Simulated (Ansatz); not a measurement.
A made-up structure of C$_{2}$H$_{5}$Si (charge -1), closed shell:

```json
{"atom": "C1", "x (Å)": "-0.9384", "y (Å)": "-0.1940", "z (Å)": "-1.4336"}
{"atom": "C2", "x (Å)": "-0.3266", "y (Å)": "0.5742", "z (Å)": "-0.5005"}
{"atom": "Si3", "x (Å)": "0.5275", "y (Å)": "-0.3926", "z (Å)": "0.8062"}
{"atom": "H4", "x (Å)": "-1.4417", "y (Å)": "0.4383", "z (Å)": "-2.2019"}
{"atom": "H5", "x (Å)": "-0.3025", "y (Å)": "1.6815", "z (Å)": "-0.4646"}
{"atom": "H6", "x (Å)": "-0.8571", "y (Å)": "-1.2358", "z (Å)": "-1.6117"}
{"atom": "H7", "x (Å)": "1.6214", "y (Å)": "-1.2983", "z (Å)": "0.3187"}
{"atom": "H8", "x (Å)": "-0.3611", "y (Å)": "-1.2817", "z (Å)": "1.6278"}
```

It is relaxed with PBE-D4/def2-SVPD and then PBE0-D4/def2-TZVPD (Ansatz 0.2.0). Atoms count as bonded within 1.22 times the sum of their covalent radii (H–H: 0.88 Å). The end point is not checked to be a true minimum.

Question: Does its bonding change? (A judgement: the text doesn't fix the answer.)

Answer: Computed: No: no bond forms or breaks.

Where it ends: The first stage lowers the energy by 1.36 eV in 13 steps. It ends as C₂H₅Si ([CH2][CH][SiH2]), total charge -1:
C1  (-0.762, -0.070, -1.660)
C2  (-0.412, 0.317, -0.424)
Si3  (0.910, -0.371, 0.761)
H4  (-1.445, 0.504, -2.289)
H5  (-0.870, 1.255, -0.087)
H6  (-0.368, -0.986, -2.099)
H7  (0.862, -1.849, 0.340)
H8  (0.007, -0.507, 1.999)
(Å)

Labels in which every atom is bracketed show which atoms are joined, not bond orders.

For scale, one of the runs: PBE0-D4/def2-TZVPD relaxation, 162 basis functions, launched by `ansatz run in.yaml --threads 2 --pin off --events-out ev --progress --plain --max-ram 4352MiB`. Hardware: 2 CPU threads of an Arm Neoverse V1, shared host. Wall time about 25 s.
